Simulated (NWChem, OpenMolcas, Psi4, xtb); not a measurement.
# How methods differ on Si2H6 (disilane)

Si2H6 has 8 atoms, charge 0, and is taken as a singlet. SMILES: `[SiH3][SiH3]`. Geometry: relaxed at PBE0-D4/def2-TZVP.

Each level gives the vertical energy of the triplet above the singlet (eV). The values are calculated.

```json
{"level": "GFN1-xTB", "kind": "semi-empirical", "program": "xtb", "value (eV)": "4.46", "CPU time (all runs)": "under 2 s"}
{"level": "HF/aug-cc-pVDZ", "kind": "Hartree–Fock", "program": "OpenMolcas", "value (eV)": "7.17", "CPU time (all runs)": "30 s"}
{"level": "SVWN5/aug-cc-pVDZ", "kind": "LDA", "program": "OpenMolcas", "value (eV)": "6.48", "CPU time (all runs)": "4.3 min"}
{"level": "revPBE/aug-cc-pVDZ", "kind": "GGA", "program": "OpenMolcas", "value (eV)": "6.31", "CPU time (all runs)": "3.1 min"}
{"level": "r2SCAN/aug-cc-pVDZ", "kind": "meta-GGA", "program": "NWChem", "value (eV)": "6.41", "CPU time (all runs)": "6.5 min"}
{"level": "B3LYP/aug-cc-pVDZ", "kind": "global hybrid", "program": "OpenMolcas", "value (eV)": "6.62", "CPU time (all runs)": "4.1 min"}
{"level": "wB97X/aug-cc-pVDZ", "kind": "range-separated hybrid", "program": "NWChem", "value (eV)": "7.57", "CPU time (all runs)": "8 min"}
{"level": "B2PLYP/aug-cc-pVDZ", "kind": "double hybrid", "program": "NWChem", "value (eV)": "7.21", "CPU time (all runs)": "3.9 min"}
{"level": "MP2/aug-cc-pVDZ", "kind": "perturbation theory", "program": "Psi4", "value (eV)": "7.15", "CPU time (all runs)": "82 s"}
{"level": "CCSD/aug-cc-pVDZ", "kind": "coupled cluster or CI", "program": "Psi4", "value (eV)": "7.13", "CPU time (all runs)": "4.6 min"}
```

The values span 4.46 to 7.57 eV. The xTB rows lack spin polarisation, so open shells miss the exchange term that lowers them. Times are those of the runs behind each value, whatever else they computed, on shared processors of several kinds: orders of magnitude only.
